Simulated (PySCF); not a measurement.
**How the functional moves excitation energies**

Species: 2(5H)-furanone, C₄H₄O₂.
SMILES: `C1(OCC=C1)=O`

Linear-response calculations in the def2-SVPD basis (PySCF; singlets by full response, triplets Tamm–Dancoff, core orbitals frozen in the response; HF means time-dependent Hartree–Fock). 'Strongest' is the level of largest summed f among the singlets computed (10 roots, of which the last may lack a degenerate partner); it can jump between rows when another state enters that window. S1 is the lowest singlet of each run and needn't be the same state throughout; f(S1) is that of one state. Geometry: PBE0-D3(BJ)/def2-SVP; no solvent, vibrations or thermal averaging.

| functional | kind | S1 (eV) | f(S1) | strongest (eV) | T1 (eV) | HOMO (eV) | gap (eV) | ionisation energy, ΔSCF (eV) |
| --- | --- | --- | --- | --- | --- | --- | --- | --- |
| LDA | LDA | 4.14 | 0.000 | 6.56 | 3.87 | -6.66 | 4.00 | 10.47 |
| PBE | GGA | 4.17 | 0.000 | 6.51 | 3.85 | -6.48 | 4.04 | 10.25 |
| B3LYP | global hybrid, 20% exact exchange | 4.77 | 0.000 | 6.10 | 4.10 | -7.89 | 6.16 | 10.43 |
| BHandHLYP | global hybrid, 50% exact exchange | 5.44 | 0.000 | 6.72 | 4.01 | -9.48 | 9.06 | 10.29 |
| CAM-B3LYP | range-separated hybrid | 5.15 | 0.000 | 6.51 | 4.09 | -9.64 | 9.28 | 10.53 |
| wB97X-D | range-separated hybrid | 5.15 | 0.000 | 6.50 | 4.19 | -10.10 | 10.41 | 10.48 |
| LC-wPBE | range-separated hybrid | 5.34 | 0.000 | 6.77 | 4.00 | -10.97 | 11.77 | 10.62 |
| HF | Hartree–Fock | 6.24 | 0.000 | 7.02 | 3.58 | -11.06 | 13.39 | not settled |

Q: What does PBE0 (global hybrid, 25% exact exchange) give?

A: S1 (eV) 4.89, f(S1) 0.000, strongest (eV) 6.26, T1 (eV) 4.05, HOMO (eV) -8.16, gap (eV) 6.66, ionisation energy, ΔSCF (eV) 10.38. S1 runs from 4.14 eV (LDA) to 6.24 eV (HF), a spread of 2.10 eV, while the orbital gap spreads over 9.4 eV. Along PBE (0%), B3LYP (20%), PBE0 (25%), BHandHLYP (50%), HF (100%) S1 rises with the share of exact exchange. −ε(HOMO) comes closest to its own ΔSCF ionisation energy with LC-wPBE (+0.34 eV) and misses most with LDA (-3.81 eV). 'Not settled' means that the ion's SCF failed to converge or may have ended in another state than the lowest.
